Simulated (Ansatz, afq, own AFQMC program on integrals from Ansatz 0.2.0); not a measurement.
## Where AFQMC and coupled cluster stand for NH2S, doublet

```yaml
atoms:
  - { symbol: N, position_ang: [0.0000, -0.1878, 1.0997] }
  - { symbol: S, position_ang: [0.0000, 0.0962, -0.5000] }
  - { symbol: H, position_ang: [0.0000, 0.7404, 1.5312] }
  - { symbol: H, position_ang: [0.0000, -1.1895, -0.9067] }
```

Connectivity, by distances: NH–SH.

Basis cc-pVDZ. Noble-gas cores (and the filled d shells of Ga–Kr and In–Xe) are frozen. Ansatz 0.2.0 and our own AFQMC program on the same integrals; the CISD trial comes from CCSD amplitudes, and released means the phaseless constraint is let go. Free projection: walkers drawn from exp(T), propagated without any constraint. Its projection time is finite, and what remains of the start isn't in its error. Error bars are statistical, one sigma.

Determinant: ROHF, the one that the program's search chose, which needn't be the lowest solution. The geometry is a point of a scan.

No full CI on the walks' own integrals is used here; CCSDT(Q) serves as the reference and is uncertain by about the last step of the cluster series.

```
T1 diagnostic                               : 0.0329
weight of the determinant in the CISD state : 0.860
size of the correlated space                : 13 electrons in 36 orbitals
```

| level | correlation energy (eV) |
| --- | --- |
| MP2 | -7.7344 |
| CCSD | -8.5816 |
| CCSD(T) | -8.8250 |

Question: Estimate where free-projection AFQMC lies against CCSD(T) on the same integrals.

Answer: 0.14 ± 0.57 kcal/mol below CCSD(T). The gap is under twice the noise, so this walk alone can't tell the two apart.

Reference: CCSDT(Q), correlation energy -8.869 eV. The released energy is read at 1.62 1/Eh, later times being too noisy (meV from the phaseless value at times in 1/Eh: -10 ± 15 at 0.24, -13 ± 17 at 0.51, 13 ± 15 at 0.99, -39 ± 23 at 1.62, -81 ± 32 at 2.40).

```
         level  E − E(reference) (kcal/mol)  share of correlation (%)
       CCSD(T)                         1.01                     99.51
         CCSDT                         0.48                     99.77
   ph-AFQMC/HF                  0.64 ± 1.63                     99.69
 ph-AFQMC/CISD                  0.78 ± 0.31                     99.62
released AFQMC                 -0.12 ± 0.53                    100.06
    free AFQMC                  0.87 ± 0.57                     99.57
```

Free projections are given only where their last times agree within the noise and don't stop above the reference; a slow remainder of the start can still hide under it. A walk keeps the symmetry of its determinant, which the program's search chose and which needn't be the lowest solution, so a lower state of the same spin and another symmetry isn't excluded. Released energies are given only where the last usable release times agree within the noise; a slower fall can still hide under it.
